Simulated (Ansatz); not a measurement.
# Changing the shape of AlF, singlet

Calculated in Ansatz's Gaussian-basis code. Basis cc-pVDZ, nonrelativistic, 6 orbitals frozen in the corrections; active space CAS(10,8). Restricted Hartree–Fock, then the lowest state-specific CASSCF solution met for each case. On stretched bonds single-reference methods can fail or change state. Unlike active orbitals can shift such differences by tenths of an eV, at times by over 1 eV.

Case A: bond length 1.8105 Å.

Case B: bond length 1.6764 Å.

Case C: bond length 1.5423 Å.

Energy less that of case A, in eV:

| case | RHF/ROHF |
| --- | --- |
| B | -0.152 |
| C | +0.234 |

Task: Give the SC-NEVPT2 energies against case A.

Result: B: -0.089 eV (-2.1 kcal/mol); C: +0.380 eV (8.8 kcal/mol).

Task: Which case is lowest, and do the methods agree?

Result: B is lowest in SC-NEVPT2. Of the methods shown, RHF/ROHF agrees.
